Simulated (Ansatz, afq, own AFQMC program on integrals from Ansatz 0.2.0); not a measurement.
## Atomization energy of AlSiH, triplet

| atom | x (Å) | y (Å) | z (Å) |
| --- | --- | --- | --- |
| Si | 0.0000 | 0.0000 | 2.0886 |
| Al | 0.0000 | 0.0000 | -0.2449 |
| H | 0.0000 | 0.0000 | -1.8437 |

Connectivity, by distances: Si–AlH.

Atoms in their ground-state spins without spin–orbit coupling (mostly on UHF) minus the molecule (UHF), without zero-point energy. The geometry is a stationary point, not shown to be a minimum.

Basis cc-pVDZ. Noble-gas cores (and the filled d shells of Ga–Kr and In–Xe) are frozen. Integrals, coupled cluster, full CI and functionals: Ansatz 0.2.0; the random walks run on the same integrals in our own AFQMC program. ph-AFQMC/CISD is guided by a CISD state made of CCSD amplitudes; releasing the constraint for a short imaginary time cuts its bias at the price of noise, slowly where states lie close. Uncertainties: one standard error, sampling alone. The errors of all members are added in quadrature.

No full CI on the walks' own integrals is used here; CCSDTQ serves as the reference and is uncertain by about the last step of the cluster series. Each member takes its own surest rung, up to full CI.

Errors are counted within cc-pVDZ, not against nature.

Cautions: AlSiH (triplet): the released energies are still falling, so no released level is given (meV from the phaseless value at times in 1/Eh: -7 ± 4 at 0.24, -8 ± 4 at 0.51, -14.3 ± 2.4 at 0.99, -19.8 ± 2.1 at 1.62, -25 ± 3 at 2.40), though the last usable value meets CCSDTQ within the noise, its ph-AFQMC/CISD value lies 24 ± 4 meV above CCSDTQ.

```csv
level,atomization energy (kJ/mol)
MP2,441.8
CCSD,431.5
```

**Question.** From these cheaper values, estimate the atomization energy at the reference level in cc-pVDZ.

**Answer.** 446.6 kJ/mol (CCSDTQ in cc-pVDZ).

```json
{"level": "HF", "atomization energy (kJ/mol)": "338.2", "error against CCSDTQ (kJ/mol)": "-108.4"}
{"level": "CCSD(T)", "atomization energy (kJ/mol)": "443.1", "error against CCSDTQ (kJ/mol)": "-3.5"}
{"level": "ph-AFQMC/HF", "atomization energy (kJ/mol)": "456.1 ± 2.3", "error against CCSDTQ (kJ/mol)": "9.4 ± 2.3"}
{"level": "ph-AFQMC/CISD", "atomization energy (kJ/mol)": "445.0 ± 0.4", "error against CCSDTQ (kJ/mol)": "-1.6 ± 0.4"}
```

Correlation beyond CCSD(T) adds 3.5 kJ/mol. The perturbative (T) step is worth +11.7 kJ/mol.

A walk keeps the symmetry of its determinant, which the program's search chose and which needn't be the lowest solution, so a lower state of the same spin and another symmetry isn't excluded.
